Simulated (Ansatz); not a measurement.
Tetradymite Bi2Te3, treated with PBE in Ansatz (plane waves, PAW).

Run with plane-wave cutoff 520 eV, 10×10×10 k mesh, Fermi–Dirac smearing 0.01 eV, scalar-relativistic PAW data made under PBE.

Starting structure:

```
CELL_PARAMETERS angstrom
      2.19000     1.26440    10.16333
     -2.19000     1.26440    10.16333
      0.00000    -2.52879    10.16333
ATOMIC_POSITIONS crystal
  Bi 0.40000 0.40000 0.40000
  Bi 0.60000 0.60000 0.60000
  Te 0.00000 0.00000 0.00000
  Te 0.21000 0.21000 0.21000
  Te 0.79000 0.79000 0.79000
```

Q: Into what structure does the relaxation of cell and atoms lead at this level, with the symmetry of the start kept?

A: The volume increases by 8.5 %; final space group R-3m.
```
CELL_PARAMETERS angstrom
      2.22381     1.28392    10.69173
     -2.22381     1.28392    10.69173
      0.00000    -2.56784    10.69173
ATOMIC_POSITIONS crystal
  Bi 0.39737 0.39737 0.39737
  Bi 0.60263 0.60263 0.60263
  Te 0.00000 0.00000 0.00000
  Te 0.21572 0.21572 0.21572
  Te 0.78428 0.78428 0.78428
```

Note: the cell comes from a level without a dispersion term, which matters for the spacing of layers, chains or molecules.

Ansatz is a program for electronic structure.
